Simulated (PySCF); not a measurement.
## What each rung costs, and what it gives

Saddle point of SiH5ClO, closed shell (SiH₄O ([OH][SiH3]) + HCl → SiH₃Cl ([SiH3][Cl]) + H₂O; bonds formed: Si1–Cl7, O2–H6; bonds broken: Si1–O2, H6–Cl7), PBE0-D4/def2-TZVP structure:

```csv
atom,x (Å),y (Å),z (Å)
Si1,-0.4816,-0.2004,-0.5293
O2,0.7315,-0.2980,0.8743
H3,-1.0398,-1.5057,-0.0177
H4,0.0550,-0.5632,-1.8526
H5,-1.6526,0.6921,-0.4127
H6,1.1232,0.6331,0.8354
Cl7,0.8519,1.8398,-0.6322
H8,0.4124,-0.5976,1.7348
```

Barriers are electronic and count from the start structure reached by relaxing down the imaginary mode.

PySCF 2.14 with density fitting (its default auxiliary sets; JK sets also for MP2 and CCSD(T)); basis: as named in each row; cores frozen in the correlated methods. B3LYP uses VWN-RPA correlation. Extrapolation: Hartree–Fock as exp(−7.88 √X), correlation as X^−2.97.

Times are rough, for one single point on 4 threads of a shared host (AMD EPYC 9R45).

The estimate by CCSD(T) at an estimated basis limit (MP2 extrapolated from triple and quadruple zeta, plus CCSD(T) − MP2 in triple zeta) is 0.962 eV.

```tsv
method	basis	time (s)	barrier (eV)	method less estimate
HF	STO-3G	under 1	0.410	-0.552
B3LYP-D4	6-31G	2	0.584	-0.378
PBE0-D4	def2-SVP	2	0.780	-0.182
MP2	def2-QZVPP	3	0.953	-0.008
PBE-D4	def2-SVP	3	0.704	-0.258
SPW92	def2-TZVPP	4	0.544	-0.418
PBE0-D4	def2-TZVPP	4	0.843	-0.119
B3LYP-D4	def2-TZVPP	4	0.994	0.032
CCSD(T)	def2-SVP	5	1.162	0.200
PBE-D4	def2-TZVPP	5	0.778	-0.183
BHLYP-D4	def2-TZVPP	5	1.059	0.098
r2SCAN-D4	def2-TZVPP	9	0.854	-0.108
CCSD(T)	def2-TZVPP	100	1.053	0.091
wB97M-V	def2-TZVPP	120	0.896	-0.066
```

All methods are single points on the PBE0-D4 structures.

The T1 diagnostic stays at or below 0.011.

Hydrogen chloride, the by-product of chloride precursors, can attack films and sites by steps of this kind.

Labels in which every atom is bracketed show which atoms are joined, not bond orders.
